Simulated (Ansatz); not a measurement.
Relaxation of C2H5S (8 atoms, charge 0, multiplicity 2), to a largest force component of 0.015 eV/Å in at most 40 steps.

Method: UKS r2SCAN-D4/STO-3G in Ansatz 0.2.0.

```xyz
8
Properties=species:S:1:pos:R:3
C -0.735 1.086 -0.655
S 0.852 0.625 -0.501
C 1.618 1.965 -1.430
H -1.522 0.580 -0.226
H -1.006 2.022 -1.247
H 1.293 1.932 -2.475
H 2.753 1.780 -1.432
H 1.452 2.885 -0.974
```

Task: Where does it end, and by what steps?

Result: The forces met the threshold. Limits of this set-up: minimal basis. After 8 steps the energy has fallen by 0.468 eV; H5 moved furthest, 0.26 Å.

```tsv
step	energy less start (eV)	largest force component (eV/Å)	accepted
0	0.0000	4.352	yes
1	-0.4098	1.326	yes
2	-0.4375	0.275	yes
3	-0.4516	0.211	yes
4	-0.4558	0.594	yes
5	-0.4672	0.101	yes
6	-0.4674	0.062	yes
7	-0.4679	0.077	yes
8	-0.4680	0.006	yes
```

```xyz
8
Properties=species:S:1:pos:R:3
C -0.803 1.080 -0.772
S 0.863 0.611 -0.495
C 1.673 1.934 -1.459
H -1.559 0.508 -0.229
H -1.036 2.120 -1.011
H 1.407 1.879 -2.526
H 2.761 1.811 -1.365
H 1.399 2.931 -1.082
```

Whether the end is a true minimum wasn't checked by a vibrational analysis.

Time of the run: 49 s on 1 thread of Intel(R) Xeon(R) Processor @ 2.50GHz (Skylake/Cascade Lake), with other jobs on the host, peak memory 0.16 GiB.
